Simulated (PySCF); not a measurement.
**EPR parameters of C2H2F**

C2H2F (doublet state).
Atom-mapped SMILES: `[CH2:1]=[C:2][F:3]` (hydrogens: H4, H5 on C1)

Method: PySCF, UKS B3LYP, pcH-1 on C F H, non-relativistic, mean-field spin-orbit, GIAO. Geometry: GFN2-xTB; no solvent, vibrations or thermal averaging. The geometry wasn't refined by DFT: couplings that depend on bond lengths, twists or pyramidal angles can differ widely from those at the functional's own minimum.

```
g1, g2, g3                      : 2.00170, 2.00199, 2.00438
g_iso                           : 2.00269
Form of g                       : close to axial: the two nearest values differ by 11 % of g3 − g1
⟨S²⟩                            : 0.7589 (exact 0.7500)
α and β electrons               : 12, 11
HOMO–LUMO gap, α and β orbitals : 7.53, 4.88 eV
Total energy                    : -177.15145 Eh
Basis functions                 : 95
```

Isotropic coupling and dipolar principal values T1 to T3, in G; ρ(0) is the spin density at the nucleus (MHz turned into gauss with g_iso; 10 G = 1 mT):

| atom | isotope | a_iso | T1 | T2 | T3 | Mulliken spin population | ρ(0) (bohr⁻³) |
| --- | --- | --- | --- | --- | --- | --- | --- |
| C1 | 13C | 30.0 | -8.5 | -0.6 | 9.1 | -0.12 | 0.0747 |
| C2 | 13C | 195.9 | -28.5 | -19.1 | 47.5 | 0.94 | 0.4885 |
| F3 | 19F | 137.8 | -104.5 | -81.1 | 185.6 | 0.09 | 0.0918 |
| H4 | 1H | 48.3 | -2.2 | -0.5 | 2.7 | 0.08 | 0.0303 |
| H5 | 1H | 16.6 | -2.9 | -2.4 | 5.2 | 0.02 | 0.0104 |

The largest Mulliken spin populations are on C2 (+0.94), C1 (-0.12), F3 (+0.09) and H4 (+0.08). No atom but C2 exceeds +0.15.

Axes: g2 points within 11° of the C1–H4 bond and g3 is normal to the molecular plane.

Under fast tumbling the dipolar parts average out, and these isotropic splittings remain: 1 × 19F (F3, I = 1/2, 2 lines) with 13.78 mT, 1 × 1H (H4, I = 1/2, 2 lines) with 4.83 mT and 1 × 1H (H5, I = 1/2, 2 lines) with 1.66 mT.

The 13C coupling of C2 (549.2 MHz) shows only in satellite lines or after enrichment, since that isotope makes up about 1.07 % of natural carbon.

Time: 9.0 s of wall time (with the writing of density and orbital grids); peak memory 0.31 GiB. Hardware: Arm Neoverse V2, one thread, no GPU, shared host with 32 logical CPUs at a one-minute load of 19.
